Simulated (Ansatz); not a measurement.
# SiNH2 (quartet): from Hartree-Fock to the top rungs at a displaced geometry (v2), cc-pVDZ

How much of the correlation energy of SiNH2 (quartet) does each wave-function method recover here?

Program: Ansatz 0.2.0, Gaussian basis. Level of theory: cc-pVDZ, core rule «outside noble gas», up to 6 orbitals frozen. These are calculated values, not measurements.

To be run: UHF; CCSD(T) on ROHF; CCSD(T) on UHF; BCCD(T) on ROHF; CISD; CCSDT(Q) on ROHF; CCSDT(Q) on UHF; CASSCF and MRCISD+Q, 11 electrons in 10 orbitals; CASSCF and NEVPT2, 11 electrons in 10 orbitals.

24 further runs of the same task are left out: 10 that didn't finish, 14 set aside as unsound or not needed.

## Step 1: The system

The geometry is a PBE0/def2-TZVP stationary point (not a proven minimum) with its atoms shifted at random (size 0.100 Å).

4 atoms, charge 0, spin multiplicity 4.

Atoms are counted from 1 here; the program's logs count them from 0.

Bond lengths: Si1–N2 1.844 Å, Si1–H3 1.453 Å, Si1–H4 1.551 Å. Angles: N2–Si1–H3 117.5°, N2–Si1–H4 117.2°, H3–Si1–H4 124.6°.

Geometry (Å):

```csv
atom,x (Å),y (Å),z (Å)
Si1,0.05449,-0.00030,0.55152
N2,-0.11038,0.00808,-1.28540
H3,-0.03376,1.27761,1.23824
H4,0.04935,-1.38157,1.25645
```

## Step 2: UHF

in.yaml

```yaml
crystal:
  periodic: [false, false, false]
  atoms:
    - {symbol: Si, position_ang: [0.054491, -0.000297, 0.551520]}
    - {symbol: N, position_ang: [-0.110383, 0.008077, -1.285400]}
    - {symbol: H, position_ang: [-0.033763, 1.277611, 1.238239]}
    - {symbol: H, position_ang: [0.049346, -1.381575, 1.256453]}
basis:
  gaussian: {orbitals: cc-pVDZ}
magnetization: {spin_polarized: true, initial_magnetization: 3}
hamiltonian: {xc: hf}
output: {orbitals: {seedname: orbitals}}
```

Launch:

```console
> ansatz run in.yaml --threads 1 --pin off --events-out ev --progress --plain --max-ram 2393MiB
```

Further steps of the session: CCSD(T) on ROHF; CCSD(T) on UHF; BCCD(T) on ROHF; CISD; CCSDT(Q) on ROHF; CCSDT(Q) on UHF; CASSCF and MRCISD+Q, 11 electrons in 10 orbitals; CASSCF and NEVPT2, 11 electrons in 10 orbitals.

Q: Predict the results of all the runs planned. Wanted: UCCSDT(Q) below the RHF energy; RMP2 from UCCSDT(Q); UMP2 from UCCSDT(Q); RCCSD from UCCSDT(Q); RCCSD(T) from UCCSDT(Q); UCCSD(T) from UCCSDT(Q); RCCSDT(Q) from UCCSDT(Q); NEVPT2 valence from UCCSDT(Q); MRCISD+Q valence from UCCSDT(Q).

The runs gave:

```
                         quantity                                        value
   UCCSDT(Q) below the RHF energy                                   -6.3569 eV
              RMP2 from UCCSDT(Q)                              +28.46 kcal/mol
              UMP2 from UCCSDT(Q)                              +28.54 kcal/mol
             RCCSD from UCCSDT(Q)                               +4.25 kcal/mol
          RCCSD(T) from UCCSDT(Q)                               +1.02 kcal/mol
          UCCSD(T) from UCCSDT(Q)                               +1.00 kcal/mol
         RCCSDT(Q) from UCCSDT(Q)                               +0.04 kcal/mol
    NEVPT2 valence from UCCSDT(Q)                              +24.38 kcal/mol
  MRCISD+Q valence from UCCSDT(Q)                               +0.58 kcal/mol
levels within 1 kcal/mol (43 meV)  RCCSDT, UCCSDT, RCCSDT(Q), MRCISD+Q valence
                    T1 diagnostic                                        0.024
   effectively unpaired electrons                                         3.03
```

**Reading.** RCCSD(T) lands +1.02 kcal/mol from the yardstick (0.7 % of the correlation energy). One determinant dominates. Of the multireference levels listed MRCISD+Q valence comes nearest in total energy (+0.58 kcal/mol), which doesn't show that its space is the better one. These misses are within one basis, not against nature; the frozen cores of restricted and unrestricted runs differ, which can shift their rows.
